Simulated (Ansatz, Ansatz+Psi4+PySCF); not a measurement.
```yaml
atoms:
  - { symbol: Si, position_ang: [0.0000, 0.0000, 0.0000] }
  - { symbol: H, position_ang: [0.8561, 0.8561, 0.8561] }
  - { symbol: H, position_ang: [-0.8561, -0.8561, 0.8561] }
  - { symbol: H, position_ang: [-0.8561, 0.8561, -0.8561] }
  - { symbol: H, position_ang: [0.8561, -0.8561, -0.8561] }
```

Basis set: cc-pVTZ on H; cc-pV(T+d)Z on Si (spherical functions). Correlated methods keep 5 orbitals frozen. Charge 0, multiplicity 1.

Computed with Ansatz (development build ahead of 0.2.0); free ground-state atoms in the same class of orbitals, no zero-point energy, no relativity.

The atomization energy of singlet SiH₄ from measured heats of formation, zero-point and thermal terms removed is 13.959 eV (G2/97 set, Curtiss et al., J. Chem. Phys. 106, 1063 (1997), as shipped with ASE); it holds spin-orbit and other relativistic effects.

Q: How far do RHF-CCSD(T), RHF-MP2 miss it in this basis?

A:

```csv
method,atomization energy (eV),computed − measured (eV)
RHF-CCSD(T),13.809,-0.150
RHF-MP2,13.459,-0.500
```
